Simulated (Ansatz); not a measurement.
Geometry optimisation, UKS CAM-B3LYP/6-31G* in Ansatz.

input.yaml

```yaml
crystal:
  periodic: [false, false, false]
  atoms:
    - { symbol: B, position_ang: [-1.3637, 0.7196, -0.3875] }
    - { symbol: C, position_ang: [0.1467, 0.4892, -0.2668] }
    - { symbol: C, position_ang: [0.3888, -0.7073, 0.6188] }
    - { symbol: H, position_ang: [-1.8611, 0.7394, -1.4615] }
    - { symbol: H, position_ang: [0.5763, 0.2961, -1.2927] }
    - { symbol: H, position_ang: [0.6363, 1.4095, 0.1614] }
    - { symbol: H, position_ang: [-0.08013, -0.49106, 1.66919] }
    - { symbol: H, position_ang: [1.42778, -0.88418, 0.78995] }
    - { symbol: H, position_ang: [-0.16797, -1.63914, 0.2282] }
magnetization:
  spin_polarized: true
  initial_magnetization: 1
basis:
  gaussian: { orbitals: "6-31G*" }
hamiltonian:
  xc: cam_b3lyp
relax:
  f_tol: 0.015
  max_steps: 40
```

Launched with:

```bash
$ ansatz run input.yaml --threads 1 --pin off --max-ram 2048MiB --backend cpu --events-out ev --progress --plain --runs-dir out
```

Problem. Where does it end, and by what steps?

Solution. The forces met the threshold. After 11 steps the energy has fallen by 0.384 eV; H4 moved furthest, 0.60 Å.

```tsv
step	energy less start (eV)	largest force component (eV/Å)	accepted
0	0.0000	2.405	yes
1	-0.2890	0.800	yes
2	-0.3162	0.144	yes
3	-0.3294	0.528	yes
4	-0.3265	0.783	no
5	-0.3539	0.367	yes
6	-0.3721	0.284	yes
7	-0.3689	0.303	no
8	-0.3805	0.069	yes
9	-0.3824	0.167	yes
10	-0.3835	0.025	yes
11	-0.3835	0.007	yes
```

```xyz
9
Properties=species:S:1:pos:R:3
B -1.445 0.546 -0.641
C 0.051 0.344 -0.300
C 0.431 -0.739 0.714
H -1.900 1.339 -1.413
H 0.569 0.176 -1.260
H 0.424 1.330 0.027
H -0.042 -0.553 1.683
H 1.513 -0.784 0.873
H 0.102 -1.726 0.376
```

Run time: 80 s on 1 thread of AMD EPYC (Zen 3), with other jobs on the host, peak memory 0.16 GiB.
